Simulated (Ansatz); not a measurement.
A relaxed structure of HfN. Space group Fm-3m (No. 225), rock salt type. Calculation: PBEsol (plane waves to 420 eV, PAW, scalar-relativistic; Ansatz, a program for electronic structure).

```cif
data_HfN
_chemical_formula_sum 'N1 Hf1'
_space_group_name_H-M_alt 'P 1'
_space_group_IT_number 1
_cell_length_a 3.18312
_cell_length_b 3.18312
_cell_length_c 3.18312
_cell_angle_alpha 60.000
_cell_angle_beta 60.000
_cell_angle_gamma 60.000
loop_
_space_group_symop_operation_xyz
  'x, y, z'
loop_
_atom_site_label
_atom_site_type_symbol
_atom_site_fract_x
_atom_site_fract_y
_atom_site_fract_z
_atom_site_occupancy
N1 N 0.00000 0.00000 0.00000 1
Hf1 Hf 0.50000 0.50000 0.50000 1
```

```json
{
 "volume_per_atom": "11.40 Å³",
 "band_gap": "no gap (metallic)",
 "shortest_distances": "Hf–N 2.25 Å; N–N 3.18 Å; Hf–Hf 3.18 Å",
 "k-mesh": "18×18×18"
}
```

Band energies at high-symmetry points (eV from the Fermi level; labels of this space group; no spin-orbit coupling), from −5 eV up to 1.6 eV:

| point | energies |
|---|---|
| Γ | -2.90 -2.90 -2.90 -0.39 -0.39 -0.39 |
| X | -3.90 -3.61 -3.61 |
| U | -4.95 -0.85 |
| K | -4.95 -0.85 |
| L | – |
| W | 1.15 1.15 |

No spin polarisation in the result. The relaxed primitive cell holds an odd number of electrons. A magnetic state may lie lower.

Measured for HfN: a 4.519 Å (0 K or low temperature; as listed in Guo-Xu Zhang et al., New Journal of Physics (2018)). Computed minus measured — a: PBEsol -0.4 %. The computed values are for a static lattice.

The run could not lose the symmetry of its start.

It was reached from a disturbed copy of a P4/nmm (No. 129) cell, against which it lies -0.98 eV/atom.
